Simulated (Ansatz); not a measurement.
Geometry optimisation, Ansatz, RKS PBE/def2-SVP.

The input (input.yaml):

```yaml
crystal:
  periodic: [false, false, false]
  atoms:
    - { symbol: B, position_ang: [0.0, 0.0, 0.0] }
    - { symbol: F, position_ang: [0.0, 0.0, 1.67] }
    - { symbol: H, position_ang: [1.0305, 0.0, -0.595] }
    - { symbol: H, position_ang: [-1.0305, 0.0, -0.595] }
    - { symbol: Si, position_ang: [0.094, -2.1331, 0.7095] }
    - { symbol: H, position_ang: [-0.6959, -2.9783, -0.1812] }
    - { symbol: H, position_ang: [1.4817, -2.5871, 0.7061] }
    - { symbol: H, position_ang: [-0.4425, -2.2202, 2.0645] }
    - { symbol: H, position_ang: [0.047, -1.0657, 1.6785] }
basis:
  gaussian: { orbitals: def2-SVP }
hamiltonian:
  xc: pbe
relax:
  f_tol: 0.15
  max_steps: 25
  restrain:
    - { distance: [0, 4], at: 3.15, k: 30.0 }
    - { distance: [8, 1], at: 2.12, k: 30.0 }
    - { distance: [0, 1], at: 1.32, k: 30.0 }
    - { distance: [8, 4], at: 1.46, k: 30.0 }
```

Command:

```bash
$ ansatz run input.yaml --threads 1 --pin off --max-ram 2048MiB --backend cpu --events-out ev --progress --plain --runs-dir out
```

**Question.** Where does it end, and by what steps?

**Answer.** It converged. The restraints hold the end off the free minimum; the threshold counts their pulls, which the force column leaves out. Restrained pairs: B1–Si5 (2.25 → 3.15 Å), F2–H9 (1.07 → 2.14 Å), B1–F2 (1.67 → 1.33 Å), Si5–H9 (1.44 → 1.48 Å). After 9 steps the energy has fallen by 4.302 eV (the restraints' own energy left out); F2 moved furthest, 1.13 Å.

| step | energy less start (eV) | largest force component (eV/Å) | accepted |
| --- | --- | --- | --- |
| 0 | 0.0000 | 6.505 | yes |
| 1 | -0.2283 | 3.446 | yes |
| 2 | -0.6201 | 2.642 | yes |
| 3 | -1.1287 | 2.525 | yes |
| 4 | -2.3240 | 1.988 | yes |
| 5 | -3.1852 | 1.688 | yes |
| 6 | -3.8369 | 1.106 | yes |
| 7 | -4.2418 | 0.551 | yes |
| 8 | -4.2950 | 0.714 | yes |
| 9 | -4.3018 | 0.628 | yes |

```xyz
9
Properties=species:S:1:pos:R:3
B -0.032 0.404 0.047
F 0.066 1.033 1.215
H 0.989 0.201 -0.587
H -1.150 0.221 -0.407
Si 0.124 -2.580 1.036
H -0.633 -3.049 -0.172
H 1.562 -2.996 0.944
H -0.505 -3.118 2.289
H 0.064 -1.100 1.094
```

Run time: 22 s on 1 thread of Arm Neoverse V1, with other jobs on the host, peak memory 0.14 GiB.
